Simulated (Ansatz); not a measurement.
Geometry optimisation, RKS r2SCAN-D4/def2-SVP (Ansatz).

input.yaml

```yaml
crystal:
  periodic: [false, false, false]
  atoms:
    - { symbol: B, position_ang: [0.0, 0.0, 0.0] }
    - { symbol: "N", position_ang: [0.0, 0.0, 1.55] }
    - { symbol: H, position_ang: [-0.877, -0.2713, 2.08] }
    - { symbol: H, position_ang: [0.877, 0.2713, 2.08] }
    - { symbol: H, position_ang: [1.0305, 0.0, -0.595] }
    - { symbol: H, position_ang: [-1.0305, 0.0, -0.595] }
basis:
  gaussian: { orbitals: def2-SVP }
hamiltonian:
  xc: r2scan
  dispersion: d4
relax:
  f_tol: 0.02
  max_steps: 40
```

Command:

```bash
$ ansatz run input.yaml --threads 1 --pin off --max-ram 2048MiB --backend cpu --events-out ev --progress --plain --runs-dir out
```

Q: Where does it end, and by what steps?

A: The run converged. After 6 steps the energy has fallen by 0.644 eV; H3 moved furthest, 0.18 Å.

```tsv
step	energy less start (eV)	largest force component (eV/Å)	accepted
0	0.0000	4.442	yes
1	-0.5404	1.848	yes
2	-0.6172	0.831	yes
3	-0.6367	0.434	yes
4	-0.6420	0.149	yes
5	-0.6440	0.063	yes
6	-0.6440	0.007	yes
```

```xyz
6
Properties=species:S:1:pos:R:3
B 0.000 0.000 0.068
N 0.000 0.000 1.458
H -0.840 -0.109 2.015
H 0.840 0.109 2.015
H 1.049 0.136 -0.518
H -1.049 -0.136 -0.518
```

Whether the end is a true minimum wasn't checked by a vibrational analysis.

Time of the run: 4.8 s on 1 thread of Intel(R) Xeon(R) 6975P-C (Granite Rapids) (shared host), peak memory 0.13 GiB.
